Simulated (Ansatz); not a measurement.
Working through a ladder of basis sets of BH2OP, SMILES B1OP1

Program: Ansatz's Python interface.

Input file `bh2op.xyz`:
```text
5

B    -0.29640   -0.80040   -0.11930
O    -0.74850    0.31530    0.78150
P     0.23110    1.13820   -0.30800
H    -0.60900   -1.61650   -0.85610
H     1.47270    0.88980    0.46050
```

Typed at the interpreter:
```pycon
>>> import ansatz as az
>>> system = az.Crystal.molecule_from_extxyz("bh2op.xyz")
>>> calc = system.calculation().functional("PBE0", dispersion="d3bj")
>>> energies = {}
>>> for basis in ["cc-pVDZ", "cc-pVTZ"]:
...     data = calc.basis(gaussian=basis).run(threads=1).report
...     size = data["n_frozen"] + data["n_occupied"][0] + data["n_virtual"][0]
...     energies[basis] = (data["reference_energy_ev"] / 27.211386246, data["free_energy_ev"] / 27.211386246)
...     print(f"{basis:14s} {size:4d} orbitals  reference {energies[basis][0]:14.6f} Ha  total {energies[basis][1]:14.6f} Ha")
...
cc-pVDZ          56 orbitals  reference    -442.328102 Ha  total    -442.330512 Ha
cc-pVTZ         122 orbitals  reference    -442.379273 Ha  total    -442.381684 Ha
>>> last = energies["cc-pVTZ"][1]
>>> for basis, (_, total) in energies.items():
...     print(f"{basis:14s} lies {27.211386 * (total - last):9.4f} eV above cc-pVTZ")
...
cc-pVDZ        lies    1.3924 eV above cc-pVTZ
cc-pVTZ        lies    0.0000 eV above cc-pVTZ
```

Against cc-pVDZ: cc-pVTZ -51.2 mHa. The last step alone is -51.17 mHa. From the first set to the last the time grows from 0.9 to 1.6 s.

Notes:
- These settings explore the input space; basis and method may be short of convergence.
- The geometry is a force-field or estimated start, not a minimum of this method, and the last set is no limit. Much of the fall in a total is atomic energy, which cancels in bond and reaction energies.
- Total less reference energy is the dispersion correction.
- For Al to Cl the sets with a tight d function, cc-pV(X+d)Z, are usual.
- Wall time of the script: 2.9 s on 1 thread of Arm Neoverse V2 (shared host), peak memory 0.23 GiB.

(Lines on the test bed's own set-up are left out of the output.)
